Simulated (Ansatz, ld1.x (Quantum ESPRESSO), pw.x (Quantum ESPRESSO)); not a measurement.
**pw.x on bcc P: one setting changed**

Potential: norm-conserving Troullier–Martins (Kleinman–Bylander form), ld1.x (Quantum ESPRESSO) 7.5, PBEsol; core [Ne], reference 3s2 3p3; waves: 3p (bound): rc 1.25 bohr; 3d channel at -0.1 Ry: rc 1.60 bohr; 3s (bound): rc 1.70 bohr; local part: the s channel; core correction: Bessel-smoothed model core inside 0.75 bohr.

The reference run (k-mesh 15³, cutoffs 135/540 Ry, Fermi–Dirac 0.01 Ry, mixing_beta 0.4, conv_thr 1e-9, no spin) gives -1.38 GPa at 13.798 Å³/atom, where all-electron LAPW gives -1.04 GPa. This run, with its own iteration cap, changes ecutrho/ecutwfc to 16.

```
&control
  calculation='scf', prefix='x', pseudo_dir='./', outdir='./tmp', tstress=.true., disk_io='none'
/
&system
  ibrav=0, nat=1, ntyp=1, ecutwfc=135, ecutrho=2160, nbnd=9,
  occupations='smearing', smearing='fd', degauss=0.01
/
&electrons
  conv_thr=1e-09, mixing_beta=0.4, electron_maxstep=50
/
ATOMIC_SPECIES
P 1.0 P.UPF
CELL_PARAMETERS angstrom
  -1.51095681 1.51095681 1.51095681
  1.51095681 -1.51095681 1.51095681
  1.51095681 1.51095681 -1.51095681
ATOMIC_POSITIONS crystal
P 0.0000 0.0000 0.0000
K_POINTS automatic
15 15 15 0 0 0
```

```bash
pw.x < P.scf.in > P.scf.out
```

**Question.** How does the run end?

**Answer.** It converges in 6 iterations; the free energy moves by +0.0 meV/atom and the pressure by +0.00 GPa. The result is that of the reference run.

```
Message from routine setup:
     using ibrav=0 with symmetry is DISCOURAGED, use correct ibrav instead
     lattice parameter (alat)  =       4.9455  a.u.
     unit-cell volume          =      93.1135 (a.u.)^3
     number of electrons       =         5.00
     number of Kohn-Sham states=            9
     kinetic-energy cutoff     =     135.0000  Ry
     charge density cutoff     =    2160.0000  Ry
     scf convergence threshold =      1.0E-09
     Exchange-correlation= PBESOL
     number of k points=   120  Fermi-Dirac smearing, width (Ry)=  0.0100
     iteration #  1     ecut=   135.00 Ry     beta= 0.40
     total energy              =     -31.08964402 Ry
     estimated scf accuracy    <       0.00245160 Ry
     iteration #  2     ecut=   135.00 Ry     beta= 0.40
     total energy              =     -31.08945898 Ry
     estimated scf accuracy    <       0.00068500 Ry
     iteration #  3     ecut=   135.00 Ry     beta= 0.40
     total energy              =     -31.08951434 Ry
     estimated scf accuracy    <       0.00001159 Ry
     iteration #  4     ecut=   135.00 Ry     beta= 0.40
     total energy              =     -31.08951684 Ry
     estimated scf accuracy    <       0.00000005 Ry
     iteration #  5     ecut=   135.00 Ry     beta= 0.40
     total energy              =     -31.08951674 Ry
     estimated scf accuracy    <       0.00000001 Ry
     iteration #  6     ecut=   135.00 Ry     beta= 0.40
     the Fermi energy is    11.7546 ev
!    total energy              =     -31.08951668 Ry
     estimated scf accuracy    <          6.0E-12 Ry
     smearing contrib. (-TS)   =      -0.00203536 Ry
     The total energy is F=E-TS. E is the sum of the following terms:
     one-electron contribution =       6.27953957 Ry
     hartree contribution      =       0.18791646 Ry
     xc contribution           =     -21.62298454 Ry
     ewald contribution        =     -15.93195280 Ry
     convergence has been achieved in   6 iterations
          total   stress  (Ry/bohr**3)                   (kbar)     P=      -13.86
     Message from routine punch:
     Nothing written, as per user request (disk_io='none')
```

The run took about 26 s on one core of a shared host (Neoverse-V2, 32 threads, 247 GiB, load 10).
